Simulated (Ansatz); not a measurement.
# BH4+ (singlet): density functionals in def2-QZVPP

Aim: run BH4+ (singlet) with a set of functionals in one basis and compare levels, spin and time.

The runs use Ansatz 0.2.0, Gaussian basis; def2-QZVPP, all electrons in the functionals, frozen cores in the correlation of double hybrids and RPA.

The runs, in order: PBE, BLYP, r2SCAN, B97M-V, PBE0, B3LYP, wB97M-V, B2PLYP.

2 further runs of the same task are left out: 2 set aside as unsound or not needed.

## (1) The geometry

The geometry is a PBE0/def2-TZVP stationary point (not a proven minimum).

5 atoms, charge 1, spin multiplicity 1.

Atoms are counted from 1 here; the program's logs count them from 0.

Bond lengths: B1–H2 1.210 Å, B1–H3 1.210 Å, B1–H4 1.210 Å, B1–H5 1.210 Å. Angles: H2–B1–H3 90.0°, H2–B1–H4 90.0°, H2–B1–H5 180.0°, H3–B1–H4 180.0°, H3–B1–H5 90.0°, H4–B1–H5 90.0°.

No dispersion term is added; B97M-V, wB97M-V hold VV10 nonlocal correlation. B3LYP takes the VWN-RPA correlation.

## (2) PBE (restricted)

File in.yaml:

```yaml
crystal:
  periodic: [false, false, false]
  atoms:
    - {symbol: B, position_ang: [0.000000, 0.000000, 0.000000]}
    - {symbol: H, position_ang: [-0.015583, 0.861426, 0.849833]}
    - {symbol: H, position_ang: [-0.021323, -0.849967, 0.861171]}
    - {symbol: H, position_ang: [0.021323, 0.849967, -0.861171]}
    - {symbol: H, position_ang: [0.015583, -0.861426, -0.849833]}
basis:
  gaussian: {orbitals: "def2-QZVPP.json"}
total_charge: 1
hamiltonian: {xc: {name: PBE}}
output: {orbitals: {seedname: orbitals}}
```

On the command line:

```bash
ansatz run in.yaml --threads 2 --pin off --events-out ev --progress --plain --max-ram 24576MiB --backend cuda --devices 0, --max-vram 18GiB
```

Output:

```text
Functional definition: PBE
  name "PBE"
  cite "Perdew, Burke & Ernzerhof, Phys. Rev. Lett. 77, 3865 (1996) doi:10.1103/PhysRevLett.77.3865"
  parent pbe
  parameter kappa = 0.804
  parameter beta = 0.06672455060314922
  exchange = pbe_x(kappa = kappa, mu = beta*pi^2/3)
  correlation = pbe_c(beta = beta)
457 factors; their error is unknown
mean field evaluation 1: about -724.8731 eV, gradient 3.3e1 eV
mean field evaluation 2: about -726.1962 eV, gradient 2.5e1 eV
mean field evaluation 4: about -728.2067 eV, gradient 3.7e-2 eV
mean field evaluation 8: about -728.2026 eV, gradient 1.7e-4 eV
mean field -728.20257039 eV, -26.7609508683 hartree, gradient 1.6e-5 eV, S^2 0.000000; 0 other end points of the search recorded, 0 dependent functions left out
reference -728.20260208 eV, -26.7609520332 hartree; 4, 4 occupied and 173, 173 virtual orbitals, 457 factors
Total energy: -728.20260208 eV, -26.7609520332 hartree
```

Wall time 3.5 s (1 × H100 (card shared with other runs) with 2 threads of AMD EPYC 7R13, shared host); peak host memory 0.76 GiB.

## (3) BLYP (restricted)

Changes to in.yaml since step 2:

```diff
@@ -11,3 +11,2 @@
 total_charge: 1
-hamiltonian: {xc: {name: PBE}}
-output: {orbitals: {seedname: orbitals}}
+hamiltonian: {xc: {name: BLYP}}
```

The command is unchanged.

Output:

```text
Functional definition: BLYP
  name "BLYP"
  cite "Becke, Phys. Rev. A 38, 3098 (1988) doi:10.1103/PhysRevA.38.3098"
  cite "Lee, Yang & Parr, Phys. Rev. B 37, 785 (1988) doi:10.1103/PhysRevB.37.785"
  parameter beta = 0.0042
  parameter a = 0.04918
  parameter b = 0.132
  parameter c = 0.2533
  parameter d = 0.349
  exchange = b88_x(beta = beta)
  correlation = lyp_c(a = a, b = b, c = c, d = d)
457 factors; their error is unknown
mean field evaluation 1: about -725.5249 eV, gradient 3.5e1 eV
mean field evaluation 2: about -726.8316 eV, gradient 2.7e1 eV
mean field evaluation 4: about -729.1467 eV, gradient 3.7e-2 eV
mean field evaluation 8: about -729.1424 eV, gradient 1.5e-4 eV
mean field -729.14241733 eV, -26.7954896063 hartree, gradient 1.8e-5 eV, S^2 0.000000; 0 other end points of the search recorded, 0 dependent functions left out
reference -729.14265736 eV, -26.7954984272 hartree; 4, 4 occupied and 173, 173 virtual orbitals, 457 factors
Total energy: -729.14265736 eV, -26.7954984272 hartree
```

Run time: 2 s. Hardware: 1 × H100 (card shared with other runs) with 2 threads of AMD EPYC 7R13, shared host; peak host memory 0.76 GiB.

## (4) r2SCAN (restricted)

Changes to in.yaml since step 3:

```diff
@@ -11,2 +11,2 @@
 total_charge: 1
-hamiltonian: {xc: {name: BLYP}}
+hamiltonian: {xc: {name: r2SCAN}}
```

The command is unchanged.

Output:

```text
Functional definition: r2SCAN
  name "r2SCAN"
  cite "Furness, Kaplan, Ning, Perdew & Sun, J. Phys. Chem. Lett. 11, 8208 (2020) doi:10.1021/acs.jpclett.0c02405"
  cite "Furness, Kaplan, Ning, Perdew & Sun, J. Phys. Chem. Lett. 11, 9248 (2020) doi:10.1021/acs.jpclett.0c03077"
  parent r2scan
  parameter k0 = 0.174
  parameter k1 = 0.065
  parameter a1 = 4.9479
  exchange = r2scan_x(k0 = k0, k1 = k1, a1 = a1)
  correlation = r2scan_c
457 factors; their error is unknown
mean field evaluation 1: about -726.5561 eV, gradient 2.9e1 eV
mean field evaluation 2: about -728.0169 eV, gradient 1.8e1 eV
mean field evaluation 4: about -729.0083 eV, gradient 5.9e-2 eV
mean field evaluation 8: about -729.0043 eV, gradient 1.3e-3 eV
mean field -729.00433355 eV, -26.7904151211 hartree, gradient 5.7e-6 eV, S^2 0.000000; 0 other end points of the search recorded, 0 dependent functions left out
reference -729.00434351 eV, -26.7904154870 hartree; 4, 4 occupied and 173, 173 virtual orbitals, 457 factors
Total energy: -729.00434351 eV, -26.7904154870 hartree
```

Run time: 2 s. Hardware: 1 × H100 (card shared with other runs) with 2 threads of AMD EPYC 7R13, shared host; peak host memory 0.77 GiB.

## (5) B97M-V (restricted)

Changes to in.yaml since step 4:

```diff
@@ -11,2 +11,2 @@
 total_charge: 1
-hamiltonian: {xc: {name: r2SCAN}}
+hamiltonian: {xc: {name: B97M-V}}
```

Launched as before.

Output:

```text
Functional definition: B97M-V
  name "B97M-V"
  cite "Mardirossian & Head-Gordon, J. Chem. Phys. 142, 074111 (2015) doi:10.1063/1.4907719"
  cite "Becke, J. Chem. Phys. 107, 8554 (1997) doi:10.1063/1.475007"
  cite "Vydrov & Van Voorhis, J. Chem. Phys. 133, 244103 (2010) doi:10.1063/1.3521275"
  # Of w^i u^j: cxij and so on, Table III.
  parameter cx00 = 1.000
  parameter cx01 = 1.308
  parameter cx02 = 1.901
  parameter cx10 = 0.416
  parameter cx11 = 3.070
  parameter css00 = 1.000
  parameter css02 = -1.855
  parameter css10 = -5.668
  parameter css32 = -20.497
  parameter css42 = -20.364
  parameter cos00 = 1.000
  parameter cos01 = 1.573
  parameter cos03 = -6.298
  parameter cos10 = 2.535
  parameter cos32 = -6.427
  parameter b = 6.0
  parameter c = 0.01
  gx(w, u) = cx00 + cx01*u + cx02*u^2 + (cx10 + cx11*u)*w
  gss(w, u) = css00 + css02*u^2 + css10*w + (css32*w^3 + css42*w^4)*u^2
  gos(w, u) = cos00 + cos01*u + cos03*u^3 + cos10*w + cos32*w^3*u^2
  exchange = spin_sum(e_x_unif_s*gx(b97_w, b97_u_x))
  correlation = spin_sum(e_c_pw_mod_same_spin*gss(b97_w, b97_u_same))
      + integral(e_c_pw_mod_opposite_spin*gos(b97_w_opposite, b97_u_opposite)) + vv10(b, c)
457 factors; their error is unknown
mean field evaluation 1: about -727.9011 eV, gradient 2.6e1 eV
mean field evaluation 2: about -729.0305 eV, gradient 1.7e1 eV
mean field evaluation 4: about -729.9011 eV, gradient 1.2e-1 eV
mean field evaluation 8: about -729.8998 eV, gradient 2.6e-2 eV
mean field -729.89982789 eV, -26.8233239310 hartree, gradient 2.0e-5 eV, S^2 0.000000; 0 other end points of the search recorded, 0 dependent functions left out
reference -729.89987075 eV, -26.8233255060 hartree; 4, 4 occupied and 173, 173 virtual orbitals, 457 factors
Total energy: -729.89987075 eV, -26.8233255060 hartree
```

Wall time 1.9 s (1 × H100 (card shared with other runs) with 2 threads of AMD EPYC 7R13, shared host); peak host memory 0.78 GiB.

## (6) PBE0 (restricted)

Changes to in.yaml since step 5:

```diff
@@ -11,2 +11,3 @@
 total_charge: 1
-hamiltonian: {xc: {name: B97M-V}}
+hamiltonian: {xc: {name: PBE0}}
+output: {orbitals: {seedname: orbitals}}
```

The command is unchanged.

Output:

```text
Functional definition: PBE0
  name "PBE0"
  cite "Adamo & Barone, J. Chem. Phys. 110, 6158 (1999) doi:10.1063/1.478522"
  cite "Perdew, Burke & Ernzerhof, Phys. Rev. Lett. 77, 3865 (1996) doi:10.1103/PhysRevLett.77.3865"
  parent pbe
  parameter a = 0.25
  parameter kappa = 0.804
  parameter beta = 0.06672455060314922
  exchange = (1 - a)*pbe_x(kappa = kappa, mu = beta*pi^2/3) + a*exact_x
  correlation = pbe_c(beta = beta)
457 factors; their error is unknown
mean field evaluation 1: about -726.3860 eV, gradient 2.6e1 eV
mean field evaluation 2: about -727.7429 eV, gradient 1.4e1 eV
mean field evaluation 4: about -728.3248 eV, gradient 2.0e-2 eV
mean field evaluation 8: about -728.3215 eV, gradient 1.0e-4 eV
mean field -728.32149170 eV, -26.7653211459 hartree, gradient 5.6e-6 eV, S^2 0.000000; 0 other end points of the search recorded, 0 dependent functions left out
reference -728.32151475 eV, -26.7653219932 hartree; 4, 4 occupied and 173, 173 virtual orbitals, 457 factors
Total energy: -728.32151475 eV, -26.7653219932 hartree
```

It took 2.2 s on 1 × H100 (card shared with other runs) with 2 threads of AMD EPYC 7R13, shared host; peak host memory 0.78 GiB.

## (7) B3LYP (restricted)

Changes to in.yaml since step 6:

```diff
@@ -11,3 +11,2 @@
 total_charge: 1
-hamiltonian: {xc: {name: PBE0}}
-output: {orbitals: {seedname: orbitals}}
+hamiltonian: {xc: {name: B3LYP}}
```

Same command.

Output:

```text
Functional definition: B3LYP
  name "B3LYP"
  cite "Stephens, Devlin, Chabalowski & Frisch, J. Phys. Chem. 98, 11623 (1994) doi:10.1021/j100096a001"
  cite "Becke, Phys. Rev. A 38, 3098 (1988) doi:10.1103/PhysRevA.38.3098"
  cite "Lee, Yang & Parr, Phys. Rev. B 37, 785 (1988) doi:10.1103/PhysRevB.37.785"
  cite "Vosko, Wilk & Nusair, Can. J. Phys. 58, 1200 (1980) doi:10.1139/p80-159"
  parameter a0 = 0.2
  parameter ax = 0.72
  parameter ac = 0.81
  exchange = (1 - a0 - ax)*slater_x + ax*b88_x + a0*exact_x
  correlation = (1 - ac)*vwn_rpa_c + ac*lyp_c
457 factors; their error is unknown
mean field evaluation 1: about -727.4549 eV, gradient 2.9e1 eV
mean field evaluation 2: about -728.9611 eV, gradient 1.7e1 eV
mean field evaluation 4: about -729.8431 eV, gradient 1.8e-2 eV
mean field evaluation 8: about -729.8395 eV, gradient 8.9e-5 eV
mean field -729.83954114 eV, -26.8211084340 hartree, gradient 1.3e-5 eV, S^2 0.000000; 0 other end points of the search recorded, 0 dependent functions left out
reference -729.83971797 eV, -26.8211149322 hartree; 4, 4 occupied and 173, 173 virtual orbitals, 457 factors
Total energy: -729.83971797 eV, -26.8211149322 hartree
```

Wall time 2.7 s (1 × H100 (card shared with other runs) with 2 threads of AMD EPYC 7R13, shared host); peak host memory 0.78 GiB.

## (8) wB97M-V (restricted)

Changes to in.yaml since step 7:

```diff
@@ -11,2 +11,3 @@
 total_charge: 1
-hamiltonian: {xc: {name: B3LYP}}
+hamiltonian: {xc: {name: wB97M-V}}
+output: {orbitals: {seedname: orbitals}}
```

Launched as before.

Output:

```text
Functional definition: wB97M-V
  name "wB97M-V"
  cite "Mardirossian & Head-Gordon, J. Chem. Phys. 144, 214110 (2016) doi:10.1063/1.4952647"
  cite "Becke, J. Chem. Phys. 107, 8554 (1997) doi:10.1063/1.475007"
  cite "Vydrov & Van Voorhis, J. Chem. Phys. 133, 244103 (2010) doi:10.1063/1.3521275"
  # Of w^i u^j: cxij and so on, Table III.
  parameter omega = 0.3/bohr
  parameter cx = 0.15
  parameter cx01 = 1.007
  parameter cx10 = 0.259
  parameter css00 = 0.443
  parameter css04 = -1.437
  parameter css10 = -4.535
  parameter css20 = -3.390
  parameter css43 = 4.278
  parameter cos00 = 1.000
  parameter cos10 = 1.358
  parameter cos20 = 2.924
  parameter cos21 = -8.812
  parameter cos60 = -1.390
  parameter cos61 = 9.142
  parameter b = 6.0
  parameter c = 0.01
  gx(w, u) = 1 - cx + cx01*u + cx10*w
  gss(w, u) = css00 + css04*u^4 + css10*w + css20*w^2 + css43*w^4*u^3
  gos(w, u) = cos00 + cos10*w + (cos20 + cos21*u)*w^2 + (cos60 + cos61*u)*w^6
  exchange = spin_sum(e_x_unif_sr(omega)*gx(b97_w, b97_u_x)) + cx*exact_x_sr(omega) + exact_x_lr(omega)
  correlation = spin_sum(e_c_pw_mod_same_spin*gss(b97_w, b97_u_same))
      + integral(e_c_pw_mod_opposite_spin*gos(b97_w_opposite, b97_u_opposite)) + vv10(b, c)
457 factors; their error is unknown
166 factors; integrals over basis functions are off by at most 1.6e-5 eV
mean field evaluation 1: about -727.5070 eV, gradient 2.0e1 eV
mean field evaluation 2: about -728.4340 eV, gradient 6.2e0 eV
mean field evaluation 4: about -728.5304 eV, gradient 4.6e-2 eV
mean field evaluation 8: about -728.5270 eV, gradient 1.2e-4 eV
mean field -728.52699813 eV, -26.7728733681 hartree, gradient 3.6e-5 eV, S^2 0.000000; 0 other end points of the search recorded, 0 dependent functions left out
reference -728.52703801 eV, -26.7728748333 hartree; 4, 4 occupied and 173, 173 virtual orbitals, 457 factors
Total energy: -728.52703801 eV, -26.7728748333 hartree
```

Run time: 2.3 s. Hardware: 1 × H100 (card shared with other runs) with 2 threads of AMD EPYC 7R13, shared host; peak host memory 0.79 GiB.

## (9) B2PLYP (restricted)

Changes to in.yaml since step 8:

```diff
@@ -11,3 +11,3 @@
 total_charge: 1
-hamiltonian: {xc: {name: wB97M-V}}
-output: {orbitals: {seedname: orbitals}}
+hamiltonian: {xc: {name: B2PLYP}}
+correlation: {electrons: outside_noble_gas}
```

The command is unchanged.

Output:

```text
Functional definition: B2PLYP
  name "B2PLYP"
  cite "Grimme, J. Chem. Phys. 124, 034108 (2006) doi:10.1063/1.2148954"
  cite "Becke, Phys. Rev. A 38, 3098 (1988) doi:10.1103/PhysRevA.38.3098"
  cite "Lee, Yang & Parr, Phys. Rev. B 37, 785 (1988) doi:10.1103/PhysRevB.37.785"
  parameter a = 0.53
  parameter c = 0.27
  exchange = (1 - a)*b88_x + a*exact_x
  correlation = (1 - c)*lyp_c + c*(mp2_os + mp2_ss)
1024 factors; integrals over basis functions are off by at most 1.1e-3 eV
mean field evaluation 1: about -726.1466 eV, gradient 2.0e1 eV
mean field evaluation 2: about -726.1464 eV, gradient 2.0e1 eV
mean field evaluation 4: about -727.2814 eV, gradient 2.8e-1 eV
mean field evaluation 8: about -727.2817 eV, gradient 1.6e-3 eV
mean field -727.28166298 eV, -26.7271081455 hartree, gradient 3.4e-6 eV, S^2 0.000000; 0 other end points of the search recorded, 0 dependent functions left out
1 core orbitals not correlated: weight in the atoms' cores, before any rotation towards them, 1.000 or more for the frozen orbitals, at most 0.000 for the correlated occupied ones
reference -727.28177289 eV, -26.7271121845 hartree; 3, 3 occupied and 173, 173 virtual orbitals, 1024 factors
second order -4.52068944 eV of doubles, -0.00000000 eV of singles
Total energy: -728.50235904 eV, -26.7719678981 hartree
```

Run time: 2.7 s. Hardware: 1 × H100 (card shared with other runs) with 2 threads of AMD EPYC 7R13, shared host; peak host memory 0.91 GiB.

## (10) Side by side

```csv
functional,energy (eV),⟨S²⟩,time
PBE,-728.2026,0.000,3.5 s
BLYP,-729.1427,0.000,2 s
r2SCAN,-729.0043,0.000,2 s
B97M-V,-729.8999,0.000,1.9 s
PBE0,-728.3215,0.000,2.2 s
B3LYP,-729.8397,0.000,2.7 s
wB97M-V,-728.5270,0.000,2.3 s
B2PLYP,-728.5024,0.000,2.7 s
```

Orbital levels of the runs that wrote orbitals: PBE HOMO -18.24, LUMO -11.17 eV; PBE0 HOMO -19.61, LUMO -9.93 eV; wB97M-V HOMO -21.90, LUMO -7.75 eV.

## (11) Outcome

```
                quantity                    value
spread of total energies                   1.7 eV
       quickest, slowest  B97M-V 1.9 s, PBE 3.5 s
```

What this shows: Total energies of different functionals can't be ranked; only differences within one functional count.
